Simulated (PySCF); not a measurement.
## Working out the ionisation energy of Be

Be [He] 2s2 (1S) → Be⁺ [He] 2s1 (2S). Calculation: PySCF 2.14, in x2c-QZVPPall with one added diffuse shell each of s, p type (8s5p2d1f, 40 functions); scalar relativity by spin-free X2C-1e. Frozen: nothing. Energies in hartree (1 hartree = 27.21139 eV):

| part | Be (lower) | Be⁺ (upper) |
| --- | --- | --- |
| UHF | -14.575518 | -14.279905 |
| MP2 opposite-spin | -0.048730 | -0.019821 |
| MP2 same-spin | -0.000969 | -0.000591 |

What does Hartree-Fock give?

(-14.279905) − (-14.575518) = 0.295613 hartree = 8.044 eV.

What do MP2 and SCS-MP2 (6/5 opposite-spin, 1/3 same-spin) give?

The opposite-spin parts differ by 0.787 eV and the same-spin parts by 0.010 eV. MP2: 8.044 + (0.787) + (0.010) = 8.841 eV. SCS-MP2: 8.044 + 1.2 × (0.787) + (0.010)/3 = 8.992 eV.

Measured between the centres of the two terms (NIST): 9.323 eV, so MP2 (valence and next inner shell) is off by -0.482 eV.

What remains against the reference includes basis incompleteness and correlation beyond second order.
